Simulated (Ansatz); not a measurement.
A run of Ansatz (development build ahead of 0.2.0) on singlet C2H2 at this shape:

```xyz
4

C     0.0000    0.0000   -0.4398
C     0.0000    0.0000    0.7562
H     0.0000   -0.8723   -0.9492
H     0.0000    0.8723   -0.9492
```

Its results:

```yaml
Converged: yes
Total_energy: -76.74757 hartree
Spin_squared_of_the_determinant: 0.000
```

(1) Which input gives this output? Name the method, the orbitals and the basis set, and write the input.

Results:

(1) RHF in cc-pVDZ. An unrestricted run that stays on the closed shell gives the same numbers.

```yaml
crystal:
  periodic: [false, false, false]
  atoms:
    - { symbol: C, position_ang: [0.0, 0.0, -0.43978] }
    - { symbol: C, position_ang: [0.0, 0.0, 0.75617] }
    - { symbol: H, position_ang: [0.0, -0.87229, -0.94916] }
    - { symbol: H, position_ang: [0.0, 0.87229, -0.94916] }
basis:
  gaussian: { orbitals: cc-pVDZ }
hamiltonian:
  xc: hf
```

Caution: no unrestricted run beside it, a lower state can exist.
